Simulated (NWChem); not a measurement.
**ethylene (C2H4) in NWChem**

```xyz
6

C      0.0000     0.0000     0.6703
C      0.0000     0.0000    -0.6703
H      0.9374     0.0000     1.2507
H     -0.9374     0.0000     1.2507
H     -0.9374     0.0000    -1.2507
H      0.9374     0.0000    -1.2507
```
Charge 0, spin multiplicity 1.

The numbers come from NWChem runs, not from measurements. All single points use one geometry, from PBE/def2-SVP, a minimum by its harmonic frequencies.

Symmetry labels belong to the abelian group D2h used in the runs, with the axes of the coordinates shown.

Problem. List the lowest 4 singlet excitations that CIS/def2-SVPD gives, with oscillator strengths.

Solution. 
```csv
state,symmetry,energy (eV),wavelength (nm),f
1,b2u,7.87,158,0.092
2,b1u,7.99,155,0.572
3,b3g,8.76,141,0.000
4,b1g,9.07,137,0.000
```
